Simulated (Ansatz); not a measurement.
The first iterations of a band of CH5AlO (8 atoms, charge 0, multiplicity 1).

Level of theory: RKS B3LYP-D4/cc-pVDZ in Ansatz 0.2.0.

```yaml
movable_images: 5
climbing_image: yes
spring: 5.0 eV/Å²
optimiser: quadratic models (default)
start_path: through a guess of the saddle point
force_threshold: 0.05 eV/Å
iteration_limit: 60
end_points: relaxed
```

Initial state:

```xyz
8
Properties=species:S:1:pos:R:3
C -0.783 0.988 -0.073
Al 0.598 -0.386 -0.252
O 0.532 -1.696 0.885
H -0.335 1.980 0.122
H -1.480 0.761 0.750
H -1.371 1.088 -1.004
H 1.753 -0.379 -1.350
H 1.178 -2.412 0.866
```

Final state:

```xyz
8
Properties=species:S:1:pos:R:3
C -0.787 0.983 -0.090
Al 0.688 -0.301 -0.078
O 0.287 -1.925 0.389
H -0.816 1.566 -1.028
H -0.674 1.714 0.731
H -1.762 0.484 0.038
H 2.199 0.039 -0.450
H 0.957 -2.618 0.433
```

| iteration | highest image above the first end (eV) | largest band force component (eV/Å) |
| --- | --- | --- |
| 1 | 1.122 | 10.957 |
| 2 | 0.311 | 1.175 |
| 3 | 0.175 | 0.991 |
| 4 | 0.079 | 1.008 |

Question: Does the band converge within its limit, and where does its top end?

Answer: The run converged. It ended after 12 iterations with the highest image 0.005 eV above the first end. The top lies less than 8 meV above the higher end, about what the thresholds resolve: that end is a shoulder or a very shallow well. A vibrational analysis at the climbing image gives one clearly imaginary mode, 63i cm⁻¹: a first-order saddle point.

Run time: 110 s on 1 thread of Arm Neoverse V2, on a shared host, peak memory 0.13 GiB.
